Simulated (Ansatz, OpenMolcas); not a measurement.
# Predicting a hybrid from its neighbours: Si2H6O (disiloxane)

Si2H6O has 9 atoms, charge 0, and is taken as a singlet. As SMILES, `[SiH3]O[SiH3]`. The shape is that of a PBE0-D4/def2-TZVP optimisation.

The HOMO–LUMO gap y, in eV, basis cc-pVDZ; a is the functional's share of exact exchange. Programs: Ansatz 0.2.0, OpenMolcas 26.06.

| functional | program | a | y (eV) |
| --- | --- | --- | --- |
| PBE | Ansatz | 0 | 6.42 |
| TPSS | OpenMolcas | 0 | 6.90 |
| B3LYP | Ansatz | 0.2 | 8.36 |
| r2SCAN0 | Ansatz | 0.25 | 9.26 |
| PBE0 | Ansatz | 0.25 | ? |
| BHLYP | Ansatz | 0.5 | 11.13 |

Problem. Fit y = c + s·a to the known rows and predict PBE0.

Solution. 
1. Means of the 5 rows: a = 0.1900, y = 8.414.
2. Σ(Δa)² = 0.172, Σ(Δa·Δy) = 1.5587, so the slope is 1.5587/0.172 = 9.0622.
3. Intercept: 8.414 − (9.0622) × 0.1900 = 6.692. The largest residual of the fit is 0.30.
4. PBE0: 6.692 + (9.0622) × 0.25 = 8.96 eV.

The run gave 8.78 eV, so the prediction is off by +0.18 eV, within the scatter of the fit. Exact exchange lowers occupied levels and raises empty ones. The rows mix families of semi-local functionals, which the line can't see.
